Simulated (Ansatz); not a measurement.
One change: `O=CC(O)S` becomes `O=CC(O)F`.

Ansatz, PBE0-D4/def2-TZVP geometries, multiplicity 1. Each molecule was computed in one conformer, which needn't be the lowest.

```json
{"property": "LUMO energy (PBE/def2-TZVPP) / eV", "`O=CC(O)S`": "-2.56"}
{"property": "zero-point energy (PBE0-D4/def2-TZVP) / kJ/mol", "`O=CC(O)S`": "161.2"}
{"property": "HOMO energy (B3LYP/def2-TZVPP) / eV", "`O=CC(O)S`": "-7.35"}
{"property": "HOMO energy (ωB97M-V/def2-TZVPP) / eV", "`O=CC(O)S`": "-9.82"}
{"property": "HOMO–LUMO gap (ωB97M-V/def2-TZVPP) / eV", "`O=CC(O)S`": "10.63"}
{"property": "size of the dipole moment (B3LYP/def2-TZVPP) / D", "`O=CC(O)S`": "1.38"}
```

**Question.** Give the same properties after the change, and the shifts. (An estimate is asked.)

**Answer.** Computed: 
| property | `O=CC(O)F` | shift |
| --- | --- | --- |
| LUMO energy (PBE/def2-TZVPP) / eV | -3.02 | -0.46 |
| zero-point energy (PBE0-D4/def2-TZVP) / kJ/mol | 142.7 | -18.5 |
| HOMO energy (B3LYP/def2-TZVPP) / eV | -8.27 | -0.92 |
| HOMO energy (ωB97M-V/def2-TZVPP) / eV | -10.87 | -1.05 |
| HOMO–LUMO gap (ωB97M-V/def2-TZVPP) / eV | 11.42 | 0.79 |
| size of the dipole moment (B3LYP/def2-TZVPP) / D | 1.77 | 0.39 |

With PBE0 the HOMO falls by 0.88 eV and the LUMO falls by 0.36 eV, so the gap widens by about 0.52 eV. PBE moves the HOMO by -0.53 eV and ωB97M-V by -1.05 eV. The zero-point energy changes by -18.5 kJ/mol with -3 modes. Dipoles are sizes alone; their direction can turn.

B3LYP here is the variant with VWN-RPA as its local correlation; programs differ in this.
